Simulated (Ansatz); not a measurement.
# Magnesium, hcp under PBE: convergence with the cold (Marzari-Vanderbilt) smearing

How small must the cold (Marzari-Vanderbilt) smearing width be for energy and pressure to settle? The geometry was relaxed under PBE beforehand and stays fixed; 7 values are run, from 0.01 to 1.0 eV. Wanted are the values from which on the energy stays within 10 and 1 meV/atom, and the pressure within 0.5 GPa, of the narrowest run. Within the series other settings stay, but some runs also write fields, which adds to their time. Spin polarisation is left out.

Computed with Ansatz 0.2.0 (DFT PBE, plane waves with PAW, scalar-relativistic, unless a step says otherwise).

**1. The system as given**

Symmetry: P6_3/mmc, No. 194, hexagonal system. Conventional cell: a = 3.195 Å, b = 3.195 Å, c = 5.188 Å, α = 90.00°, β = 90.00°, γ = 120.00°. Mg (site symmetry -6m2) is surrounded by 12 Mg at 3.18 to 3.20 Å.

As a file:

```cif
data_structure
_symmetry_space_group_name_H-M 'P 1'
_symmetry_Int_Tables_number 1
_cell_length_a 3.1953
_cell_length_b 3.1953
_cell_length_c 5.1879
_cell_angle_alpha 90.000
_cell_angle_beta 90.000
_cell_angle_gamma 120.000
_cell_volume 45.87
loop_
_atom_site_label
_atom_site_type_symbol
_atom_site_fract_x
_atom_site_fract_y
_atom_site_fract_z
_atom_site_occupancy
Mg1 Mg 0.33333 0.66667 0.25000 1
Mg2 Mg 0.66667 0.33333 0.75000 1
```

**2. Width 0.01 eV**

The run at 0.01 eV.

The input, input.yaml:

```yaml
crystal:
  lattice:
    - [3.1953117277, 0.0, 0.0]
    - [-1.5976558638, 2.7672211292, 0.0]
    - [0.0, 0.0, 5.1879445283]
  atoms:
    - { symbol: Mg, position: [0.3333333333, 0.6666666667, 0.25] }
    - { symbol: Mg, position: [0.6666666667, 0.3333333333, 0.75] }
hamiltonian:
  xc: pbe
  pseudopotentials:
    kind: paw
    azcp:
      Mg: "pseudopotentials/Mg.paw.azcp"
basis:
  ecutwfc: 420
  fft_grid_basis: typed
kpoints:
  mp_grid: { grid: [11, 11, 6], shift: [0, 0, 0] }
magnetization:
  spin_polarized: false
scf:
  occupations: { method: cold, width: 0.01 }
  lower_state_search: "off"
output:
  stress: true
```

The run is started by

```bash
$ ansatz run input.yaml --threads 1 --pin off --max-ram 3584MiB --backend cpu --events-out ev --progress --plain --runs-dir out
```

**3. Width 0.03 eV**

The run at 0.03 eV.

Edit input.yaml of step 2 so:

```diff
@@ -22,3 +22,3 @@
 scf:
-  occupations: { method: cold, width: 0.01 }
+  occupations: { method: cold, width: 0.03 }
   lower_state_search: "off"
```

**4. Width 0.1 eV**

The run at 0.1 eV.

Edit input.yaml of step 3 so:

```diff
@@ -22,3 +22,3 @@
 scf:
-  occupations: { method: cold, width: 0.03 }
+  occupations: { method: cold, width: 0.1 }
   lower_state_search: "off"
@@ -26 +26,5 @@
   stress: true
+  write_density: true
+  write_potential: true
+  elf: true
+  volumetric_format: npy
```

**5. Width 0.2 eV**

The run at 0.2 eV.

Edit input.yaml of step 4 so:

```diff
@@ -22,3 +22,3 @@
 scf:
-  occupations: { method: cold, width: 0.1 }
+  occupations: { method: cold, width: 0.2 }
   lower_state_search: "off"
@@ -26,5 +26 @@
   stress: true
-  write_density: true
-  write_potential: true
-  elf: true
-  volumetric_format: npy
```

**6. Width 0.3 eV**

The run at 0.3 eV.

Edit input.yaml of step 5 so:

```diff
@@ -22,3 +22,3 @@
 scf:
-  occupations: { method: cold, width: 0.2 }
+  occupations: { method: cold, width: 0.3 }
   lower_state_search: "off"
```

**7. Width 0.6 eV**

The run at 0.6 eV.

Edit input.yaml of step 6 so:

```diff
@@ -22,3 +22,3 @@
 scf:
-  occupations: { method: cold, width: 0.3 }
+  occupations: { method: cold, width: 0.6 }
   lower_state_search: "off"
```

**8. Width 1.0 eV**

The run at 1.0 eV.

Edit input.yaml of step 7 so:

```diff
@@ -22,3 +22,3 @@
 scf:
-  occupations: { method: cold, width: 0.6 }
+  occupations: { method: cold, width: 1.0 }
   lower_state_search: "off"
```

(Steps that only read results are left out.)

Before running it: what results should come out?

As calculated:

| quantity | value |
| --- | --- |
| E(σ → 0) stays within 10 meV/atom of 0.01 eV | up to 1.0 eV |
| E(σ → 0) stays within 1 meV/atom | up to 0.2 eV |
| pressure stays within 0.5 GPa | up to 1.0 eV |
| pressure at 0.01 eV | -0.03 GPa |
| energy of a separate run on a finer mesh (19×19×10) | +10.9 meV/atom from 0.01 eV |

What this shows: At 1.0 eV the energy differs by +9.0 meV/atom and the pressure by +0.1 GPa. Over the range F shifts by +7.8 meV/atom, while E(σ → 0) shifts by +9.0. This scheme cancels the term in the square of the width, so F moves little up to 0.2 eV. The mesh (11×11×6) is fixed, so the narrowest widths carry a k-point error of their own. The yardstick itself is unsettled by 10.9 meV/atom against the finer mesh, so the thresholds above hold only within this series, and wider smearing, which averages over more states, can land nearer the fine-mesh value than the narrowest does.
